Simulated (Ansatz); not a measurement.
System: 2H-SiC. Method: G0W0@HSE06 (Ansatz, a quantum-chemistry and plane-wave program, plane waves, hard PAW, contour deformation).

The cell has the measured lattice parameters. Conventional cell: a = 3.0763 Å, b = 3.0763 Å, c = 5.0480 Å, α = 90.00°, β = 90.00°, γ = 120.00°.

The quasiparticle gap at Γ at a fixed k mesh 6×6×2:

```
response cutoff          value (eV)
-----------------------  ----------
150 eV, 317 empty bands       6.344
200 eV, 488 empty bands       6.388
250 eV, 682 empty bands       6.410
300 eV, 897 empty bands       6.423
```

Problem. Taking the value to converge with the response cutoff E as E^(−3/2), extrapolate from the last two rows.

Solution. With y = y∞ + c/w and weights w = 3953 and 5196 for the last two rows, y∞ = (w2 y2 − w1 y1)/(w2 − w1) = (5196 × 6.423 − 3953 × 6.410)/1243 = 6.464 eV, which lies 0.041 beyond the last row. Successive pairs of rows give 6.470, 6.465, 6.464. The limit also hangs on the law assumed, so its last digits aren't firm.

The other settings are not extrapolated, so this is the limit in one setting alone.

The smallest gap on this mesh is 3.62 eV, away from Γ.

Note: GW on a hybrid start was not checked against another program.
